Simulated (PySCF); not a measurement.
# Protonated Nitrogen Molecule (N2H+): NMR shifts, electronic excitations and K edges in gas and solvents

Aim: compute the NMR shifts, electronic excitations and K edges of Protonated Nitrogen Molecule (N2H+) (`N#[NH+]`), and see what a dielectric continuum does where one was used.

Programs: PySCF 2.14.0, with density-fitted response routines of our own. Each step states its level of theory. These are calculated values for one molecule, in the gas phase or a continuum, unless marked as measured. Atoms are numbered from 0 throughout.

### 1 The starting structure

3 atoms, charge 1, multiplicity 1; geometry from: GFN2-xTB. The atoms were then displaced at random by about 0.01 Å, so the start is not that level's minimum.

Bonds of the start (Å): N0–N1 1.10, N1–H2 1.04.

### 2 Geometry optimisation at PBE0-D3(BJ)/def2-SVP

Job settings and geometry (Å):

```
{"job": {"xc": "PBE0", "basis": "def2-SVP", "d3": "d3bj", "grid": 1, "shake": 0.01, "kind": "geom"}, "charge": 1, "multiplicity": 1}
N      1.082580     0.183430    -0.002180
N     -0.018290     0.096410    -0.006260
H     -1.058270    -0.004370    -0.010730
```

Command:

```console
$ OMP_NUM_THREADS=1 python probes_run.py task.json out
```

The driver reads the jobs from task.json and runs them one after another.

The log of the run:

```text
step   0  E = -109.51400512  max force = 0.036199
step   1  E = -109.50735625  max force = 0.083133
step   2  E = -109.51292572  max force = 0.017953
step   3  E = -109.51410823  max force = 0.013390
step   4  E = -109.51441595  max force = 0.001218
step   5  E = -109.51441685  max force = 0.000239
optimisation converged
```

Run time: 2.7 s. Hardware: 1 thread of Arm Neoverse N1, shared host.

Step by step: (the energy doesn't fall at every step)

```tsv
step	energy from step 0 (eV)	largest force component (eV/Å)
0	0.0000	1.8614
1	0.1809	4.2749
2	0.0294	0.9232
3	-0.0028	0.6885
4	-0.0112	0.0626
5	-0.0112	0.0123
```

Distances of close pairs at the start and the end, largest changes first:

```tsv
bond	before (Å)	after (Å)	change (Å)
N0–N1	1.104	1.093	-0.011
N1–H2	1.045	1.044	-0.000
```

The final coordinates are the input of the step that follows.

```tsv
at the end point	value
point group (found at 0.08 Å tolerance)	Cinfv
rotational constants (GHz, main isotopes)	46.690, 46.690
```

### 3 Shielding tensors: PBE0/pcSseg-1 in acetonitrile

Job settings and geometry (Å):

```
{"job": {"kind": "nmr", "xc": "PBE0", "basis": "pcSseg-1", "solvent": "acetonitrile", "pop": true}, "charge": 1, "multiplicity": 1}
N      0.609755     0.965472    -0.168596
N     -0.007520     0.078789    -0.003942
H     -0.597459    -0.768537     0.153384
```

With the program's defaults for keys left out, this is: GIAO PBE0/pcSseg-1 NMR shielding, non-relativistic, IEF-PCM acetonitrile.

The log of the run:

```text
coarse grid: 2744 points
cycle   1  E = -109.6750290088  dE =  5.316e-01  |g| = 3.565e-01  |ddm| = 1.589e+00
cycle   2  E = -109.6771541305  dE = -2.125e-03  |g| = 4.131e-01  |ddm| = 4.603e-01
cycle   3  E = -109.7014224676  dE = -2.427e-02  |g| = 1.911e-01  |ddm| = 2.241e-01
cycle   4  E = -109.7080398120  dE = -6.617e-03  |g| = 3.232e-02  |ddm| = 9.634e-02
cycle   5  E = -109.7082476580  dE = -2.078e-04  |g| = 1.648e-03  |ddm| = 1.486e-02
cycle   6  E = -109.7082482297  dE = -5.717e-07  |g| = 1.297e-04  |ddm| = 9.146e-04
final grid: 27360 points
cycle   7  E = -109.7151710019  dE = -6.356e-06  |g| = 2.379e-03  |ddm| = 9.876e-03
cycle   8  E = -109.7151713849  dE = -3.831e-07  |g| = 1.984e-03  |ddm| = 2.625e-03
cycle   9  E = -109.7151719424  dE = -5.574e-07  |g| = 1.171e-03  |ddm| = 1.368e-03
cycle  10  E = -109.7151721978  dE = -2.554e-07  |g| = 2.838e-05  |ddm| = 4.638e-04
cycle  11  E = -109.7151721979  dE = -1.333e-10  |g| = 7.322e-06  |ddm| = 2.009e-05
converged SCF energy = -109.7151721979

GIAO shielding tensors (ppm)
atom      isotropic    diamagn.    paramagn.     s11        s22        s33       span
  0 N      -73.739     319.004    -392.743   -278.390   -278.373    335.546    613.935
  1 N       16.842     317.484    -300.641   -144.494   -144.484    339.505    484.000
  2 H       21.601      22.700      -1.099     15.744     15.744     33.314     17.570
```

Wall time 1.6 s (1 thread of Arm Neoverse N1, shared host).

Shifts follow as δ = σ(reference) − σ, with reference shieldings (ppm) from runs at the same level and on the same kind of geometry: 1H TMS 31.24, 15N NH3 268.5. The references are single molecules in the same continuum, so shifts against H2O, NH3, PH3, H3PO4 or CFCl3 are not on the usual liquid scales and can be off by tens of ppm.

```tsv
atoms	environment	σ (ppm)	δ (ppm)
H2	hydrogen on a nitrogen bonded to N	21.60	9.64
N0	nitrogen bonded to N	-73.7	342.3
N1	nitrogen bonded to N, H	16.8	251.7
```

Charges from the same density, by scheme (e):

```tsv
atoms	Mulliken	IAO	Hirshfeld	ESP fit
N0	0.31	0.30	0.29	0.18
N1	0.31	0.22	0.34	0.34
```

Mayer bond orders: N0–N1 2.59.

### 4 NMR shieldings: PBE0/pcSseg-1 in tetrahydrofuran

Job settings and geometry (Å):

```
{"job": {"kind": "nmr", "xc": "PBE0", "basis": "pcSseg-1", "solvent": "tetrahydrofuran", "pop": false}, "charge": 1, "multiplicity": 1}
N      0.609755     0.965472    -0.168596
N     -0.007520     0.078789    -0.003942
H     -0.597459    -0.768537     0.153384
```

Level: GIAO PBE0/pcSseg-1 NMR shielding, non-relativistic, IEF-PCM tetrahydrofuran.

The log of the run:

```text
coarse grid: 2744 points
cycle   1  E = -109.6597228217  dE =  5.469e-01  |g| = 3.594e-01  |ddm| = 1.589e+00
cycle   2  E = -109.6597485233  dE = -2.570e-05  |g| = 4.309e-01  |ddm| = 4.771e-01
cycle   3  E = -109.6865316815  dE = -2.678e-02  |g| = 1.939e-01  |ddm| = 2.314e-01
cycle   4  E = -109.6933369676  dE = -6.805e-03  |g| = 3.342e-02  |ddm| = 9.874e-02
cycle   5  E = -109.6935604550  dE = -2.235e-04  |g| = 1.734e-03  |ddm| = 1.549e-02
cycle   6  E = -109.6935610978  dE = -6.428e-07  |g| = 1.298e-04  |ddm| = 9.850e-04
final grid: 27360 points
cycle   7  E = -109.7004901201  dE = -6.350e-06  |g| = 2.390e-03  |ddm| = 9.928e-03
cycle   8  E = -109.7004904668  dE = -3.468e-07  |g| = 2.045e-03  |ddm| = 2.648e-03
cycle   9  E = -109.7004910523  dE = -5.855e-07  |g| = 1.226e-03  |ddm| = 1.413e-03
cycle  10  E = -109.7004913320  dE = -2.797e-07  |g| = 2.856e-05  |ddm| = 4.862e-04
cycle  11  E = -109.7004913322  dE = -1.352e-10  |g| = 7.079e-06  |ddm| = 1.961e-05
converged SCF energy = -109.7004913322

GIAO shielding tensors (ppm)
atom      isotropic    diamagn.    paramagn.     s11        s22        s33       span
  0 N      -76.285     318.451    -394.736   -282.161   -282.134    335.440    617.602
  1 N       18.233     317.840    -299.607   -142.458   -142.448    339.605    482.063
  2 H       21.711      22.821      -1.110     15.854     15.855     33.424     17.569
```

Run time: 0.81 s. Hardware: 1 thread of Arm Neoverse N1, shared host.

In short: δ N0 344.4, N1 249.9, H2 9.53 ppm.

### 5 TDDFT and polarisability: wB97X-D/def2-SVPD

Job settings and geometry (Å):

```
{"job": {"kind": "uv", "xc": "wB97X-D", "basis": "def2-SVPD", "dynamic": true, "nstates": 6, "ntriplets": 0}, "charge": 1, "multiplicity": 1}
N      0.609755     0.965472    -0.168596
N     -0.007520     0.078789    -0.003942
H     -0.597459    -0.768537     0.153384
```

Level: TDDFT wB97X-D/def2-SVPD, vertical, gas phase, core orbitals frozen in the response.

The log of the run:

```text
coarse grid: 2744 points
cycle   1  E = -109.5363790317  dE =  6.273e-01  |g| = 4.454e-01  |ddm| = 2.143e+00
cycle   2  E = -109.5542061525  dE = -1.783e-02  |g| = 4.536e-01  |ddm| = 7.022e-01
cycle   3  E = -109.5868233258  dE = -3.262e-02  |g| = 1.596e-01  |ddm| = 3.858e-01
cycle   4  E = -109.5916049192  dE = -4.782e-03  |g| = 2.722e-02  |ddm| = 1.401e-01
cycle   5  E = -109.5917607969  dE = -1.559e-04  |g| = 1.795e-03  |ddm| = 3.194e-02
cycle   6  E = -109.5917619538  dE = -1.157e-06  |g| = 1.961e-04  |ddm| = 5.436e-03
final grid: 27360 points
cycle   7  E = -109.6011326142  dE = -1.796e-05  |g| = 2.386e-03  |ddm| = 2.853e-02
cycle   8  E = -109.6011310477  dE =  1.566e-06  |g| = 3.915e-03  |ddm| = 4.663e-03
cycle   9  E = -109.6011338620  dE = -2.814e-06  |g| = 1.543e-04  |ddm| = 2.401e-03
cycle  10  E = -109.6011338709  dE = -8.971e-09  |g| = 3.877e-05  |ddm| = 5.789e-04
cycle  11  E = -109.6011338713  dE = -3.664e-10  |g| = 7.467e-06  |ddm| = 6.984e-05
converged SCF energy = -109.6011338713

Static polarisability (au): isotropic 9.964, principal 7.882 7.883 14.127

Singlet excitations
state   eV       nm        f      main configurations
  1   9.3626    132.4   0.00000   H-1->L 0.41, H-2->L+1 0.41, H-1->L+1 0.09
  2   9.8822    125.5   0.00000   H-2->L+1 0.48, H-1->L 0.48
  3   9.8826    125.5   0.00000   H-2->L 0.48, H-1->L+1 0.48
  4  10.1552    122.1   0.03299   H->L 0.90, H->L+1 0.09
  5  10.1553    122.1   0.03299   H->L+1 0.90, H->L 0.09
  6  14.4153     86.0   0.01279   H->L+2 0.76, H-1->L+1 0.09, H-2->L 0.09
```

It took 1.5 s on 1 thread of Arm Neoverse N1, shared host.

Frontier orbitals and where they lie:

```tsv
orbital	eV	atoms
HOMO−3	-31.99	N1 57 %, H2 30 %, N0 12 %
HOMO−2	-25.04	N1 54 %, N0 43 %
HOMO−1	-25.04	N1 54 %, N0 43 %
HOMO	-24.31	N0 81 %, N1 18 %
LUMO	-8.28	N0 52 %, N1 44 %
LUMO+1	-8.28	N0 52 %, N1 44 %
LUMO+2	-4.73	H2 66 %, N1 30 %, N0 5 %
```

With each of the 6 states as a Gaussian band of 0.4 eV half-width at 1/e, the curve within the window shown has maxima at 122 nm (ε 2,700) L/(mol cm). Beyond the last state computed it falls off for lack of states. The curve at chosen wavelengths:

```
 nm  ε (L/mol/cm)
100             0
102             0
103             0
105             0
107             0
108             0
110             1
111             4
113            41
115           231
116           452
118          1232
120          2198
121          2536
123          2579
125          1883
126          1436
128           676
130           246
131           135
133            35
134            16
136             3
138             1
139             0
141             0
```

Ground-state properties from the same run:

```tsv
property	computed
polarisability (Å³)	1.48
HOMO–LUMO gap (eV)	16.03
−ε(HOMO) (eV)	24.31
C6 with itself (au)	58
```

### 6 Excited states and response: wB97X-D/def2-SVPD in acetonitrile

Job settings and geometry (Å):

```
{"job": {"kind": "uv", "xc": "wB97X-D", "basis": "def2-SVPD", "solvent": "acetonitrile", "nstates": 6, "ntriplets": 0}, "charge": 1, "multiplicity": 1}
N      0.609755     0.965472    -0.168596
N     -0.007520     0.078789    -0.003942
H     -0.597459    -0.768537     0.153384
```

Method: TDDFT wB97X-D/def2-SVPD, vertical, IEF-PCM acetonitrile (non-equilibrium linear response), core orbitals frozen in the response.

The log of the run:

```text
coarse grid: 2744 points
cycle   1  E = -109.6726028158  dE =  4.912e-01  |g| = 4.225e-01  |ddm| = 2.142e+00
cycle   2  E = -109.6990144767  dE = -2.641e-02  |g| = 3.538e-01  |ddm| = 6.317e-01
cycle   3  E = -109.7179113868  dE = -1.890e-02  |g| = 1.472e-01  |ddm| = 3.521e-01
cycle   4  E = -109.7219651562  dE = -4.054e-03  |g| = 2.336e-02  |ddm| = 1.203e-01
cycle   5  E = -109.7220809277  dE = -1.158e-04  |g| = 1.595e-03  |ddm| = 2.697e-02
cycle   6  E = -109.7220817961  dE = -8.684e-07  |g| = 1.925e-04  |ddm| = 3.565e-03
final grid: 27360 points
cycle   7  E = -109.7313864855  dE = -1.778e-05  |g| = 1.860e-03  |ddm| = 2.611e-02
cycle   8  E = -109.7313860386  dE =  4.469e-07  |g| = 2.722e-03  |ddm| = 4.009e-03
cycle   9  E = -109.7313873823  dE = -1.344e-06  |g| = 1.620e-04  |ddm| = 1.738e-03
cycle  10  E = -109.7313873949  dE = -1.260e-08  |g| = 3.982e-05  |ddm| = 6.040e-04
cycle  11  E = -109.7313873953  dE = -4.298e-10  |g| = 7.548e-06  |ddm| = 9.502e-05
converged SCF energy = -109.7313873953

Static polarisability (au): isotropic 11.688, principal 9.088 9.090 16.887

Singlet excitations
state   eV       nm        f      main configurations
  1   9.3219    133.0   0.00000   H-1->L 0.50, H-2->L+1 0.49
  2   9.8396    126.0   0.00000   H-1->L+1 0.49, H-2->L 0.49
  3   9.8400    126.0   0.00000   H-2->L+1 0.49, H-1->L 0.49
  4  10.3753    119.5   0.03669   H->L 0.98
  5  10.3758    119.5   0.03671   H->L+1 0.98
  6  14.9220     83.1   0.37776   H-2->L 0.32, H-1->L+1 0.32, H->L+2 0.27
```

Wall time 1.3 s (1 thread of Arm Neoverse N1, shared host).

This run: HOMO -18.09 eV, LUMO -1.78 eV; lowest singlet 9.32 eV.

### 7 Excited states and response: wB97X-D/def2-SVPD in tetrahydrofuran

Job settings and geometry (Å):

```
{"job": {"kind": "uv", "xc": "wB97X-D", "basis": "def2-SVPD", "solvent": "tetrahydrofuran", "nstates": 6, "ntriplets": 0}, "charge": 1, "multiplicity": 1}
N      0.609755     0.965472    -0.168596
N     -0.007520     0.078789    -0.003942
H     -0.597459    -0.768537     0.153384
```

Method: TDDFT wB97X-D/def2-SVPD, vertical, IEF-PCM tetrahydrofuran (non-equilibrium linear response), core orbitals frozen in the response.

The log of the run:

```text
coarse grid: 2744 points
cycle   1  E = -109.6572345780  dE =  5.066e-01  |g| = 4.251e-01  |ddm| = 2.142e+00
cycle   2  E = -109.6825955397  dE = -2.536e-02  |g| = 3.670e-01  |ddm| = 6.400e-01
cycle   3  E = -109.7030468357  dE = -2.045e-02  |g| = 1.493e-01  |ddm| = 3.561e-01
cycle   4  E = -109.7072262333  dE = -4.179e-03  |g| = 2.404e-02  |ddm| = 1.234e-01
cycle   5  E = -109.7073477135  dE = -1.215e-04  |g| = 1.551e-03  |ddm| = 2.766e-02
cycle   6  E = -109.7073485645  dE = -8.511e-07  |g| = 1.816e-04  |ddm| = 3.881e-03
final grid: 27360 points
cycle   7  E = -109.7166638523  dE = -1.784e-05  |g| = 1.957e-03  |ddm| = 2.663e-02
cycle   8  E = -109.7166632491  dE =  6.032e-07  |g| = 2.932e-03  |ddm| = 4.137e-03
cycle   9  E = -109.7166648139  dE = -1.565e-06  |g| = 1.565e-04  |ddm| = 1.853e-03
cycle  10  E = -109.7166648255  dE = -1.166e-08  |g| = 3.827e-05  |ddm| = 6.047e-04
cycle  11  E = -109.7166648259  dE = -3.857e-10  |g| = 7.567e-06  |ddm| = 8.909e-05
converged SCF energy = -109.7166648259

Static polarisability (au): isotropic 11.393, principal 8.871 8.873 16.435

Singlet excitations
state   eV       nm        f      main configurations
  1   9.3280    132.9   0.00000   H-1->L 0.50, H-2->L+1 0.49
  2   9.8437    126.0   0.00000   H-1->L+1 0.50, H-2->L 0.50
  3   9.8440    125.9   0.00000   H-2->L+1 0.50, H-1->L 0.49
  4  10.3268    120.1   0.03714   H->L 0.98
  5  10.3276    120.1   0.03716   H->L+1 0.98
  6  14.8495     83.5   0.31039   H->L+2 0.33, H-2->L 0.29, H-1->L+1 0.29
```

Run time: 1.3 s. Hardware: 1 thread of Arm Neoverse N1, shared host.

In short: HOMO -18.76 eV, LUMO -2.49 eV; lowest singlet 9.33 eV.

### 8 Core excitations: BHandHLYP/aug-pcX-1+pcseg-1

Job settings and geometry (Å):

```
{"job": {"kind": "xas", "xc": "BHandHLYP", "basis": {"default": "aug-pcX-1", "H": "pcseg-1"}}, "charge": 1, "multiplicity": 1}
N      0.609755     0.965472    -0.168596
N     -0.007520     0.078789    -0.003942
H     -0.597459    -0.768537     0.153384
```

Level: core-valence-separated TDA BHandHLYP/aug-pcX-1 H:pcseg-1, K edges, non-relativistic, gas phase.

The log of the run:

```text
coarse grid: 2744 points
cycle   1  E = -109.5711154422  dE =  6.701e-01  |g| = 4.627e-01  |ddm| = 1.802e+00
cycle   2  E = -109.5911849726  dE = -2.007e-02  |g| = 4.598e-01  |ddm| = 5.796e-01
cycle   3  E = -109.6220083089  dE = -3.082e-02  |g| = 1.746e-01  |ddm| = 2.915e-01
cycle   4  E = -109.6272470038  dE = -5.239e-03  |g| = 3.669e-02  |ddm| = 1.106e-01
cycle   5  E = -109.6275069852  dE = -2.600e-04  |g| = 2.117e-03  |ddm| = 3.578e-02
cycle   6  E = -109.6275084199  dE = -1.435e-06  |g| = 4.983e-04  |ddm| = 4.187e-03
final grid: 27360 points
cycle   7  E = -109.6414471713  dE = -1.437e-05  |g| = 1.139e-03  |ddm| = 9.579e-03
cycle   8  E = -109.6414470483  dE =  1.229e-07  |g| = 1.337e-03  |ddm| = 1.004e-03
cycle   9  E = -109.6414473386  dE = -2.903e-07  |g| = 3.414e-04  |ddm| = 8.331e-04
cycle  10  E = -109.6414473605  dE = -2.190e-08  |g| = 6.999e-05  |ddm| = 2.373e-04
cycle  11  E = -109.6414473615  dE = -9.031e-10  |g| = 7.703e-06  |ddm| = 5.048e-05
converged SCF energy = -109.6414473615

N K edge
   eV          f      from atoms
  398.159   0.08335   N0
  398.159   0.08335   N0
  399.122   0.06146   N1
  399.122   0.06146   N1
  404.319   0.01603   N1
  406.466   0.01606   N0
  408.487   0.00162   N1
  408.881   0.00053   N0
  409.774   0.01080   N1
  409.774   0.01080   N1
  410.375   0.00224   N0
  410.376   0.00224   N0
```

Run time: 1 s. Hardware: 1 thread of Arm Neoverse N1, shared host.

### 9 Comparing the runs: NMR shifts

Shifts (ppm), with basis size and wall time:

```tsv
run	H2	N0	N1	functions	time
PBE0/pcSseg-1 in acetonitrile	9.64	342.3	251.7	39	1.6 s
PBE0/pcSseg-1 in tetrahydrofuran	9.53	344.4	249.9	39	0.81 s
```

The continuum's effect on the ground state:

```tsv
solvent	ε	polarisation energy (Eh)
tetrahydrofuran	7.43	-0.1166
acetonitrile	35.69	-0.1318
```

### 10 Comparing the runs: electronic excitations

Excitations and ground-state properties, with basis size and wall time:

```tsv
run	lowest singlet (eV)	brightest (eV)	f	gap (eV)	α (Å³)	functions	time
wB97X-D/def2-SVPD	9.36	10.16	0.033	16.03	1.48	48	1.5 s
wB97X-D/def2-SVPD in acetonitrile	9.32	14.92	0.378	16.32	1.73	48	1.3 s
wB97X-D/def2-SVPD in tetrahydrofuran	9.33	14.85	0.310	16.27	1.69	48	1.3 s
```

The continuum's effect on the ground state:

```tsv
solvent	ε	polarisation energy (Eh)
tetrahydrofuran	7.43	-0.1168
acetonitrile	35.69	-0.1320
```

### 11 Results

```
                                            quantity                                                  value
                                         point group                                                  Cinfv
                rotational constants (main isotopes)                                       46.69, 46.69 GHz
 1H shifts against TMS (PBE0/pcSseg-1, acetonitrile)                                               9.64 ppm
15N shifts against NH3 (PBE0/pcSseg-1, acetonitrile)                                       342.3, 251.7 ppm
                  lowest singlet (wB97X-D/def2-SVPD)                            9.36 eV (132 nm), f = 0.000
            brightest single state of those computed                           state 4, 10.16 eV, f = 0.033
                                            N K edge  first line 398.16 eV, strongest 398.16 eV (f = 0.083)
                            range of the shift of N0                                     342.3 to 344.4 ppm
                         range of the lowest singlet                                        9.32 to 9.36 eV
```

Over 5 steps the energy fell by 0.011 eV; of the close pairs, N0–N1 changed most, 1.104 to 1.093 Å. At PBE0/pcSseg-1: The largest span, 614 ppm, is at N0, where the paramagnetic term is -393 ppm. The first singlet state (HOMO−1→LUMO 0.41, HOMO−2→LUMO+1 0.41) lies at 9.36 eV and is dark; of the 6 states computed, the strongest absorption comes from states 4 to 5 together at 10.16 eV. At the N edge the strongest single line lifts a 1s electron of N0 into several orbitals, led by LUMO (weight 0.69), and it is the first line. Absolute edge energies from this method are off by several eV; spacings are better. Across the 2 runs the shift of N0 moves most, between 342.3 (PBE0/pcSseg-1 in acetonitrile) and 344.4 ppm (PBE0/pcSseg-1 in tetrahydrofuran). The continuum holds electrostatics alone: no hydrogen bonds to the solvent, and the gas-phase geometry is kept. The lowest singlet runs from 9.32 eV (wB97X-D/def2-SVPD in acetonitrile) to 9.36 eV (wB97X-D/def2-SVPD), while the orbital gap spans 16.03 to 16.32 eV. The lowest state need not be the same one in every run. The runs solved for a few states only, so the brightest column depends on that window.
